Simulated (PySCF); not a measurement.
# AlH6N: the cost of one run

The runs use PySCF 2.14.0, with density-fitted response routines of our own; the level of theory stands in each step. All values are computed, except where a source is named. Atoms are numbered from 0 throughout.

### 1 The starting structure

8 atoms, charge 0, multiplicity 1; geometry from: PBE0-D3(BJ)/def2-SVP.

Bonds of the start (Å): N0–Al1 2.07, N0–H2 1.02, N0–H3 1.02, N0–H4 1.02, Al1–H5 1.61, Al1–H6 1.61, Al1–H7 1.61.

### 2 NMR shieldings: PBE0/pcSseg-2

What the job is given:

```
{"job": {"kind": "nmr", "xc": "PBE0", "basis": "pcSseg-2", "pop": false}, "charge": 0, "multiplicity": 1}
N     -0.975350    -0.120711     0.070760
Al     1.077190     0.125695    -0.090540
H     -1.371394     0.490668     0.786269
H     -1.220750    -1.079984     0.320343
H     -1.446900     0.095303    -0.808872
H      1.113748     1.672560    -0.525191
H      1.382419    -0.970834    -1.224773
H      1.496027    -0.232156     1.419294
```

Method: GIAO PBE0/pcSseg-2 NMR shielding, non-relativistic, gas phase.

Started as:

```bash
$ OMP_NUM_THREADS=1 python probes_run.py task.json out
```

One launch serves the whole session: the jobs run in the order shown.

**Question.** How long does this first job take on 1 thread of Arm Neoverse N1, shared host, and how much memory does it need?

About 8.8 s, with a peak of 0.64 GiB.
